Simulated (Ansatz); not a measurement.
# Two structures, one formula

The two ends of one reaction step of CH$_{10}$Si$_{2}$, singlet (PBE0-D4/def2-TZVP).

A:

```
atom    x (Å)    y (Å)    z (Å)
 Si1  -0.7946   0.7145   0.1887
  H2   0.1102  -2.8330  -0.2518
  H3  -1.8781  -0.2671   0.4778
  H4  -1.3213   2.0695   0.5199
 Si5   1.0262   0.2680   1.5905
  H6  -0.5260  -2.9552  -0.6226
  C7  -0.3095   0.6362  -1.6222
  H8   2.1125   1.2618   1.3634
  H9   1.5835  -1.0868   1.3202
 H10   0.6267   0.3305   3.0228
 H11   0.0661  -0.3561  -1.8803
 H12   0.4728   1.3650  -1.8451
 H13  -1.1686   0.8528  -2.2611
```

B:

```json
{"atom": "Si1", "x (Å)": "-1.2383", "y (Å)": "-0.2893", "z (Å)": "1.1851"}
{"atom": "H2", "x (Å)": "-1.4108", "y (Å)": "-1.4302", "z (Å)": "0.2468"}
{"atom": "H3", "x (Å)": "-2.0908", "y (Å)": "-0.5260", "z (Å)": "2.3816"}
{"atom": "H4", "x (Å)": "-1.6978", "y (Å)": "0.9560", "z (Å)": "0.5144"}
{"atom": "Si5", "x (Å)": "1.0003", "y (Å)": "-0.0925", "z (Å)": "1.8328"}
{"atom": "H6", "x (Å)": "0.6021", "y (Å)": "-0.6280", "z (Å)": "-2.0379"}
{"atom": "C7", "x (Å)": "0.1909", "y (Å)": "0.3061", "z (Å)": "-2.4198"}
{"atom": "H8", "x (Å)": "1.8717", "y (Å)": "0.1425", "z (Å)": "0.6509"}
{"atom": "H9", "x (Å)": "1.4475", "y (Å)": "-1.3379", "z (Å)": "2.5129"}
{"atom": "H10", "x (Å)": "1.1615", "y (Å)": "1.0466", "z (Å)": "2.7763"}
{"atom": "H11", "x (Å)": "0.5225", "y (Å)": "0.4545", "z (Å)": "-3.4471"}
{"atom": "H12", "x (Å)": "0.5384", "y (Å)": "1.1352", "z (Å)": "-1.8038"}
{"atom": "H13", "x (Å)": "-0.8975", "y (Å)": "0.2631", "z (Å)": "-2.3921"}
```

Computed with Ansatz 0.2.0 (basis: def2-TZVPP); correlated methods freeze the cores. B3LYP uses VWN-RPA correlation.

Question: Which structure is lower at CCSD(T), and by how much? (To be estimated.)

Answer: Computed: B, by 8.09 kcal/mol (electronic energy, against the other). By their contacts, A is a complex of CH₈Si₂ ([CH3][SiH2][SiH3]) + H₂ and B is a complex of Si₂H₆ ([SiH3][SiH3]) + CH₄.

All methods give the same order:

| method | E(B) − E(A) (kcal/mol) |
| --- | --- |
| SPW92 | -6.92 |
| PBE-D4 | -6.91 |
| BLYP-D4 | -7.62 |
| r2SCAN-D4 | -7.41 |
| B97M-V | -8.74 |
| PBE0-D4 | -7.55 |
| B3LYP-D4 | -8.27 |
| r2SCAN0-D4 | -7.81 |
| BHLYP-D4 | -9.18 |
| CAM-B3LYP-D4 | -8.84 |
| wB97X-V | -8.06 |
| wB97M-V | -7.53 |
| B2PLYP | -8.59 |
| PBE-QIDH | -7.67 |
| RPA on PBE | -8.41 |
| HF | -12.17 |
| MP2 | -6.80 |
| CCSD | -8.90 |
| CCSD(T) | -8.09 |

No T1 diagnostic of these runs exceeds 0.012.

Labels in which every atom is bracketed show which atoms are joined, not bond orders.

For scale, one of the runs: CCSD(T)/def2-TZVPP, 255 basis functions, launched by `ansatz run in.yaml --threads 4 --pin off --events-out ev --progress --plain --max-ram 9574MiB`. The run took 84 s on 4 CPU threads of an Arm Neoverse V1 (shared host), with 5.3 GiB of host memory at its peak.
